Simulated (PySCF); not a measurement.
## From a raw peak list to a structure

Formula C₄H₅FO. The spectrum was simulated from the full spin Hamiltonian at 700 MHz with 0.8 Hz Lorentzian lines, from shifts rounded to 0.01 ppm and J to 0.1 Hz, couplings under 1 Hz left out. Exchangeable protons (1H) are left uncoupled and out of the list.

Maxima in ppm (height), grouped by integral:
1H: 4.454 (12), 4.453 (27), 4.451 (31), 4.449 (31), 4.447 (27), 4.446 (12)
3H: 1.877 (100), 1.876 (100), 1.864 (100), 1.863 (100)

PySCF calculation with spin–spin couplings from B3LYP/pcJ-1 (spin–dipole term only in couplings to heteroatoms), structure optimised with PBE0-D3(BJ)/def2-SVP and CAM-B3LYP/pcSseg-2 with gauge-including orbitals; gas phase, one averaged value for each set of equivalent atoms, one computed conformer, non-relativistic Hamiltonian.

Scale: 1H vs TMS (reference shieldings calculated alike).

(1) Analyse the multiplets.

(2) What is the compound?

## Answers

(1) 1H NMR (700 MHz, computed): δ 4.45 (dq, J = 2.7, 1.1 Hz, 1H), 1.87 (dd, J = 9.3, 1.1 Hz, 3H), 1.30 (br s, 1H). These are first-order names from the parameters used; overlap and second-order distortion can hide them in the list.

(2) `CC1=C(F)[C@@H]1O`.

Mapped SMILES: `[CH3:1][C:2]1=[C:3]([F:4])[C@@H:5]1[OH:6]` (H(Xn): hydrogen on atom n).

δ 4.45: H(C5), hydrogen on a three-membered-ring carbon, coupled to F4 (2.7 Hz), H(C1) (1.1 Hz). δ 1.87: H(C1), hydrogen on an allylic methyl carbon, coupled to F4 (9.3 Hz), H(C5) (1.1 Hz). δ 1.30: H(O6), hydrogen on an alcohol oxygen.

The shifts were computed for this structure.

The OH or NH signal is concentration- and solvent-dependent in practice; the value given is the gas-phase one. Multiplet labels drop couplings under 1 Hz and merge nearly equal ones. Couplings to exchangeable protons are dropped.
